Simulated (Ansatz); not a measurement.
# AlH5SSi: the cost of one run

Method: RKS PBE-D4/def2-SVP, in Ansatz 0.2.0.

### Step 1. The system as given

Bond lengths: Al1–S2 2.207 Å, S2–Si3 2.130 Å, Al1–H4 1.572 Å, Al1–H5 1.607 Å, Si3–H6 1.477 Å, Si3–H7 1.428 Å, Si3–H8 1.526 Å. Angles: Al1–S2–Si3 91.5°, S2–Al1–H4 121.4°, S2–Al1–H5 122.6°, H4–Al1–H5 116.1°, S2–Si3–H6 109.4°, S2–Si3–H7 112.3°, S2–Si3–H8 109.4°, H6–Si3–H7 109.2°, H6–Si3–H8 106.1°, H7–Si3–H8 110.3°.

As a file:

```xyz
8

Al   -0.7160    1.0629   -1.1766
S     0.2755   -0.9049   -1.3084
Si    0.5781   -0.9560    0.7995
H    -2.2678    1.1842   -0.9534
H     0.0882    2.4477   -1.3135
H     1.3159   -2.1838    1.1607
H    -0.6520   -0.9179    1.5236
H     1.4702    0.2108    1.2122
```

### Step 2. End point A

input.yaml reads:

```yaml
crystal:
  periodic: [false, false, false]
  atoms:
    - { symbol: Al, position_ang: [-0.716, 1.0629, -1.1766] }
    - { symbol: S, position_ang: [0.2755, -0.9049, -1.3084] }
    - { symbol: Si, position_ang: [0.5781, -0.956, 0.7995] }
    - { symbol: H, position_ang: [-2.2678, 1.1842, -0.9534] }
    - { symbol: H, position_ang: [0.0882, 2.4477, -1.3135] }
    - { symbol: H, position_ang: [1.3159, -2.1838, 1.1607] }
    - { symbol: H, position_ang: [-0.652, -0.9179, 1.5236] }
    - { symbol: H, position_ang: [1.4702, 0.2108, 1.2122] }
basis:
  gaussian: { orbitals: def2-SVP }
hamiltonian:
  xc: pbe
  dispersion: d4
relax:
  f_tol: 0.015
  max_steps: 40
```

The run is started by

```bash
$ ansatz run input.yaml --threads 1 --pin off --max-ram 2048MiB --backend cpu --events-out ev --progress --plain --runs-dir out
```

Q: Estimate wall time and peak memory on 1 thread of Arm Neoverse V1, shared host.

About 56 s, with a peak of 0.14 GiB.
